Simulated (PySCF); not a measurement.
HN, SMILES [NH], multiplicity 3.

Geometry optimised at PBE0-D3(BJ)/def2-TZVPD.

All values below come from PBE0-D3(BJ)/def2-TZVPD (PySCF).

Harmonic, unscaled wavenumbers; measured fundamentals usually lie a few per cent lower.

```
mode  ν (cm⁻¹)  IR (km/mol)  moving atoms (share of kinetic energy)
----  --------  -----------  --------------------------------------
1         3305         18.8                                  H 93 %
```
